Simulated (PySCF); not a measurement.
Stretching BH

Set-up: PySCF, no relativity, basis sets B def2-TZVP, H def2-TZVP. Energies in eV from B + H in their ground configurations at the same level. State: ¹Σ⁺ (singlet), closed shell.

All columns are PBE0. A positive dipole means B(−)H(+).

```
R (Å)  E (eV)  μ (D)  Mulliken charge on B (basis-dependent)  HOMO (eV)  LUMO (eV)  Mayer bond order  ⟨S²⟩
1.067  -3.109   2.06                                   -0.09      -6.50      -2.29              0.84  0.00
1.117  -3.312   1.94                                   -0.08      -6.55      -2.30              0.85  0.00
1.167  -3.430   1.80                                   -0.06      -6.60      -2.31              0.87  0.00
1.204  -3.475   1.70                                   -0.05      -6.64      -2.33              0.88  0.00
1.241  -3.488   1.59                                   -0.04      -6.67      -2.34              0.89  0.00
1.278  -3.476   1.47                                   -0.03      -6.71      -2.36              0.89  0.00
1.328  -3.428   1.31                                   -0.02      -6.76      -2.38              0.90  0.00
1.390  -3.328   1.11                                    0.00      -6.82      -2.42              0.92  0.00
1.464  -3.166   0.85                                    0.01      -6.88      -2.47              0.93  0.00
1.564  -2.904   0.51                                    0.03      -6.93      -2.54              0.94  0.00
```

A fit through these points gives, at Re = 1.241 Å, μ = 1.59 D and dμ/dR = -3.02 D/Å; the reduced mass is 0.9233 u.

How strong is the fundamental in the double-harmonic approximation, I = 42.26·(dμ/dR)²/μred km/mol?

I = 42.26·(-3.02)²/0.9233 = 417 km/mol at PBE0.
